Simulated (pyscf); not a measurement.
PySCF, gas phase, ωB97X-D3(BJ)/def2-SVP geometries. MP2 and CC: frozen core, UHF for open shells. ΔMP2 is the change of the MP2 total energy from the triple- to the quadruple-zeta basis.

SMILES: O=CO[SiH3]
```xyz
8

O     -1.3922     0.6197     1.1754
C     -1.8632     0.4215     0.0878
O     -1.3697    -0.4583    -0.7856
Si     0.0232    -1.3551    -0.3113
H     -2.7564     0.9418    -0.3159
H     -0.2879    -2.1786     0.8829
H      1.1589    -0.4326    -0.0662
H      0.2894    -2.2162    -1.4892
```

**Question.** What is the homolytic dissociation enthalpy (298 K, CCSD(T)/def2-TZVPP + ΔMP2(QZVPP)) of the O–Si bond of O=CH–O–SiH₃, to •O–CH=O + SiH₃•?

**Answer.** O–Si to •O–CH=O + SiH₃•: 118.2 kcal/mol. The radicals are drawn with the spin at the cut bond; how far it spreads was not checked. Other isomers of •O–CH=O were not searched in full and may lie lower. The CCSD(T) − MP2 part came from Ansatz, without density fitting, on the same reference.
